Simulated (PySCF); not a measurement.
How the method changes the constants of SN⁺

State: ¹Σ⁺ (singlet), closed shell. Set-up: S aug-pcseg-1, N aug-pcseg-1; no relativity (PySCF 2.14). De refers to S⁺ + N in their high-spin ground configurations, without counterpoise correction. A positive dipole points towards N; it is taken about the centre of mass and depends on that origin.

```
      Level  Re (Å)  ωe (cm⁻¹)  De (eV)  μ (D)  CPU s a point (SCF and correlation, without the integrals)
        RHF   1.399       1732     1.29  -2.21                                                        0.07
    RHF-MP2   1.484       1227     5.85    n/a                                                         0.1
RHF-SCS-MP2   1.476       1278     5.76    n/a                                                         n/a
   RHF-CCSD   1.449       1465     4.87    n/a                                                         n/a
RHF-CCSD(T)   1.462       1386     5.30    n/a                                                        0.85
        LDA   1.449       1448     7.71  -1.96                                                        0.49
        PBE   1.458       1419     6.75  -1.87                                                        0.72
     PBEsol   1.455       1433     7.06  -1.89                                                        0.44
     r²SCAN   1.444       1482     5.90  -1.94                                                         1.2
       PBE0   1.435       1531     5.86  -1.99                                                         1.1
      HSE06   1.435       1527     5.85  -1.99                                                        0.97
     M06-2X   1.426       1578     5.94  -2.09                                                        0.98
```

Q: Which functional lies closest to RHF-CCSD(T) in De, which farthest, and by how much do they differ from it?

A: Closest is HSE06 (-2.7 pm in Re, +10.2 % in ωe, +0.55 eV in De against RHF-CCSD(T) in the same basis), farthest LDA (-1.3 pm in Re, +4.5 % in ωe, +2.41 eV in De). CCSD(T) converges more slowly with the basis than the functionals do and binds too weakly in this one, so the order can change at the basis-set limit.

Q: What does a quarter of exact exchange do here, going from PBE to PBE0?

A: PBE0 less PBE: -2.3 pm in Re, +7.9 % in ωe, -0.89 eV in De. Exact exchange removes part of the self-interaction that spreads semilocal densities, and in most molecules shortens and stiffens the bond and lowers De; so it does here.

Q: What does the gradient correction do here, going from LDA to PBE?

A: PBE less LDA: +0.9 pm in Re, -2.0 % in ωe, -0.96 eV in De. The gradient correction favours the more uneven density of free atoms, so it tends to lengthen bonds and takes away much of the overbinding of LDA; so it does here.

Correlated steps freeze 6 core orbitals. Correlated levels converge slowly with the basis: in double zeta they bind strong bonds too weakly, by up to about 1 eV, and carry superposition errors of some tenths. For an ion De counts to the pair picked by the measured ionisation energies or electron affinities, which need not be the lowest pair at this level. Where the molecule has an RHF reference, its open-shell atoms are computed with UHF. The CCSD T1 diagnostic is raised, a sign that a single reference may not be enough here.

The whole job (state search and all levels along the bond) took about 1.9 min on 1 thread of Arm Neoverse V1 (shared host), peak memory 0.61 GiB.
